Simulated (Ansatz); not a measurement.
# Si3: the cost of one run

Method: the settings change from run to run; program: Ansatz 0.2.0, Gaussian basis.

## Step 1: The relaxed structure

An earlier B3LYP-D4 in a triple-zeta def2 set relaxation fixed the geometry.

3 atoms, charge 1, spin multiplicity 2.

Atoms are counted from 1 here; the program's logs count them from 0.

Bond lengths: Si1–Si2 2.238 Å, Si1–Si3 2.510 Å, Si2–Si3 2.237 Å. Angles: Si2–Si1–Si3 55.9°, Si1–Si2–Si3 68.2°, Si1–Si3–Si2 55.9°.

Geometry (Å):

```xyz
3
charge 1, multiplicity 2
Si    1.2310   -0.4150    0.5185
Si   -0.4430   -0.6582   -0.9461
Si   -0.7880    1.0732    0.4276
```

## Step 2: CCSD/def2-TZVPP

This run has multiplicity 4, atoms shaken by 0.08 Å, 1 DIIS vectors.

File in.yaml:

```yaml
crystal:
  periodic: [false, false, false]
  atoms:
    - {symbol: Si, position_ang: [1.097900, -0.400915, 0.569951]}
    - {symbol: Si, position_ang: [-0.426772, -0.579150, -1.006235]}
    - {symbol: Si, position_ang: [-0.925992, 1.100990, 0.420201]}
basis:
  gaussian: {orbitals: def2-TZVPP}
total_charge: 1
magnetization: {spin_polarized: true, initial_magnetization: 3}
hamiltonian: {xc: {name: HF}}
correlation: {method: ccsd, diis_vectors: 1}
scf: {omitted_lower_state_checks: [starts]}
```

On the command line:

```bash
ansatz run in.yaml --threads 4 --pin off --events-out ev --progress --plain --max-ram 3916MiB
```

Q: Estimate wall time and peak memory on 4 threads of Arm Neoverse V1, shared host.

About 14 s, with a peak of 0.97 GiB.
